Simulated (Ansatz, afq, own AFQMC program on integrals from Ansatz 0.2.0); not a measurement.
Two steps: Ansatz 0.2.0 writes the Fock matrix and Cholesky factors of the valence space, and afq projects on them the lowest state that overlaps trial and start.

```yaml
crystal:
  periodic: [false, false, false]
  atoms:
    - {symbol: B, position_ang: [0.000000, 0.000000, 0.118633]}
    - {symbol: Al, position_ang: [0.000000, 0.000000, -1.422367]}
    - {symbol: H, position_ang: [0.000000, 0.000000, 1.303733]}
basis:
  gaussian: {orbitals: 6-31G}
magnetization: {spin_polarized: true, initial_magnetization: 3}
correlation: {method: ccsd_t, electrons: outside_noble_gas, hamiltonian_folder: ham}
```

```sh
$ ansatz run in.yaml --threads 1 --pin off --events-out ev --progress --plain --max-ram 16896MiB --backend cuda --devices 0, --max-vram 18GiB
```

Options of the walk:

```
--method phaseless --trial cisd --walkers 4000 --populations 20 --least-time 60 --time-step 0.005 --steps-per-block 50 --equilibration-blocks 28 --max-blocks 4000 --target-error 0.00016 --factor-cut 1e-05 --start spin_pure --seed 2588 --release-times 0.24,0.51,0.99,1.62,2.4 --release-step 0.03 --release-every 3 --taylor-order 6
```

Times are imaginary, in 1/Eh. The walk had a cap of 122 s. With eight or more populations the least sampling time is a fifth of least-time, and the error comes from their spread.

Output of the walk:

```
orbitals 18  electrons 5 2  factors 112 of 296
reference energy -266.93166118 Eh
CCSD correlation -0.07619864 Eh in 10 cycles, weight of the determinant in the CISD state 0.9311
energy of the start -267.007826 Eh
 block  time / (1/Eh)  mean weight  energy / Eh
     1     0.250  1.0001  -267.007509
     2     0.500  1.0000  -267.007716
     3     0.750  0.9999  -267.007999
     4     1.000  0.9999  -267.008377
     5     1.250  0.9999  -267.008730
    12     3.000  1.0000  -267.009777
    19     4.750  0.9999  -267.009983
    26     6.500  1.0000  -267.010518
    33     8.250  0.9999  -267.009987
    40    10.000  1.0001  -267.010119
    47    11.750  1.0000  -267.010121
    49    12.250  1.0000  -267.010645
    54    13.500  1.0000  -267.010189
    61    15.250  1.0001  -267.009797
    66    16.500  1.0000  -267.009641
    68    17.000  1.0000  -267.009781
    75    18.750  1.0000  -267.009868
    78    19.500  1.0001  -267.010040
error from the spread of 20 populations
released: time / (1/Eh)  energy / Eh  error  mean overlap
  0.24  -267.010109  0.000052  1.0003
  0.51  -267.010192  0.000041  1.0021
  0.99  -267.010269  0.000032  1.0016
  1.62  -267.010308  0.000033  1.0023
  2.40  -267.010385  0.000029  0.9994
energy -267.010039 +/- 0.000036 Eh
(rows thinned)
```

The run failed at least one of its tests; the cautions name the faults. The second half of the sampling lies above the first by 4.0 errors of their difference, so the energy may still be moving and its error bar be too small.

Against this walk (error 1.0 meV) on the same determinant: CCSD(T) 10.4 meV higher, CCSDT(Q) 9.7 meV lower, CCSDTQ 10.3 meV lower, full CI 10.5 meV lower. The error is statistical and leaves out the bias of the constraint. Released to 2.40 1/Eh the energy lies 9.4 ± 1.3 meV (both errors) below the phaseless value, which shows part or all of the bias of the constraint, and full CI lies 1.1 meV below the released value. Full CI is exact here, so the walk's 11 meV above it is the walk's own error: the bias of the constraint with this trial, or a walk that hasn't relaxed.

Cautions: constraint bias not in the error; halves of the run differ; lower spins were not checked.

The walk took 18 s on 1 × NVIDIA H100 80GB HBM3 with 2 threads of AMD EPYC 7R13 Processor (Zen 3) (shared host) (the card was shared). The log's last line is the phaseless energy.

CCSDT and higher add their correlation energy to the determinant of the CCSD(T) run, since their own runs factorise the integrals more tightly (a shift of under 2 meV). A walk keeps the symmetry of its determinant, which the program's search chose and which needn't be the lowest solution, so a lower state of the same spin and another symmetry isn't excluded.
